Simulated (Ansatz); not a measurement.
# H₂O (triplet): from Hartree-Fock to the top rungs at distance H1–H2 along a hydrogen transfer = 0.745 Å, cc-pVTZ

How much of the correlation energy of H₂O (triplet) does each wave-function method recover here?

The runs use Ansatz 0.2.0, Gaussian basis; cc-pVTZ, core rule «outside noble gas», up to 1 orbitals frozen.

To be run: UHF; CCSD(T) on ROHF; CCSD(T) on UHF; BCCD(T) on ROHF; CISD; CCSDT(Q) on ROHF; CCSDT(Q) on UHF; CASSCF and MRCISD+Q, 4 electrons in 4 orbitals; CASSCF and NEVPT2, 4 electrons in 4 orbitals; CASSCF and MRCISD+Q, 8 electrons in 6 orbitals; CASSCF and MRCISD+Q(relaxed), 8 electrons in 6 orbitals; CASSCF and NEVPT2, 8 electrons in 6 orbitals.

4 further runs of the same task are left out: 1 for a mislabelled method, 3 that didn't finish.

## 1. What is computed

The geometry derives from fragments relaxed apart (PBE0/def2-TZVP) and kept rigid, so it is no stationary point. A hydrogen atom is moved between rigid fragments.

3 atoms, charge 0, spin multiplicity 3.

Atoms are counted from 1 here; the program's logs count them from 0.

Bond lengths: H1–H2 0.745 Å.

As a file:

```
H     0.0000    0.0000   -0.9980
H     0.0000    0.0000   -0.2530
O     0.0000    0.0000    1.2510
```

## 2. UHF

Input file in.yaml:

```yaml
crystal:
  periodic: [false, false, false]
  atoms:
    - {symbol: H, position_ang: [0.000000, 0.000000, -0.998000]}
    - {symbol: H, position_ang: [0.000000, 0.000000, -0.253000]}
    - {symbol: O, position_ang: [0.000000, 0.000000, 1.251000]}
basis:
  gaussian: {orbitals: cc-pVTZ}
magnetization: {spin_polarized: true, initial_magnetization: 2}
hamiltonian: {xc: hf}
output: {orbitals: {seedname: orbitals}}
```

Started as:

```console
> ansatz run in.yaml --threads 1 --pin off --events-out ev --progress --plain --max-ram 2393MiB
```

After this run come: CCSD(T) on ROHF; CCSD(T) on UHF; BCCD(T) on ROHF; CISD; CCSDT(Q) on ROHF; CCSDT(Q) on UHF; CASSCF and MRCISD+Q, 4 electrons in 4 orbitals; CASSCF and NEVPT2, 4 electrons in 4 orbitals; CASSCF and MRCISD+Q, 8 electrons in 6 orbitals; CASSCF and MRCISD+Q(relaxed), 8 electrons in 6 orbitals; CASSCF and NEVPT2, 8 electrons in 6 orbitals.

**Question.** What will the summary of the whole plan be? Wanted: UCCSDT(Q) below the RHF energy; RMP2 from UCCSDT(Q); UMP2 from UCCSDT(Q); RCCSD from UCCSDT(Q); RCCSD(T) from UCCSDT(Q); UCCSD(T) from UCCSDT(Q); RCCSDT(Q) from UCCSDT(Q); NEVPT2 pair from UCCSDT(Q); MRCISD+Q pair from UCCSDT(Q).

As calculated:

| quantity | value |
| --- | --- |
| UCCSDT(Q) below the RHF energy | -5.9922 eV |
| RMP2 from UCCSDT(Q) | +76.5 kJ/mol |
| UMP2 from UCCSDT(Q) | +75.7 kJ/mol |
| RCCSD from UCCSDT(Q) | +12.3 kJ/mol |
| RCCSD(T) from UCCSDT(Q) | +1.6 kJ/mol |
| UCCSD(T) from UCCSDT(Q) | +1.4 kJ/mol |
| RCCSDT(Q) from UCCSDT(Q) | +0.3 kJ/mol |
| NEVPT2 pair from UCCSDT(Q) | +71.0 kJ/mol |
| MRCISD+Q pair from UCCSDT(Q) | +6.0 kJ/mol |
| NEVPT2 valence from UCCSDT(Q) | +98.8 kJ/mol |
| levels within 1 kcal/mol (43 meV) | RCCSD(T), UCCSD(T), BCCD(T), RCCSDT, UCCSDT, RCCSDT(Q), MRCISD+Q(relaxed) valence |
| T1 diagnostic | 0.026 |
| effectively unpaired electrons | 2.00 |

What this shows: RCCSD(T) misses by +1.6 kJ/mol, 0.3 % of the correlation energy. One determinant dominates. Of the multireference levels listed MRCISD+Q(relaxed) valence comes nearest in total energy (+2.9 kJ/mol), which doesn't show that its space is the better one. These misses are within one basis, not against nature; the frozen cores of restricted and unrestricted runs differ, which can shift their rows.
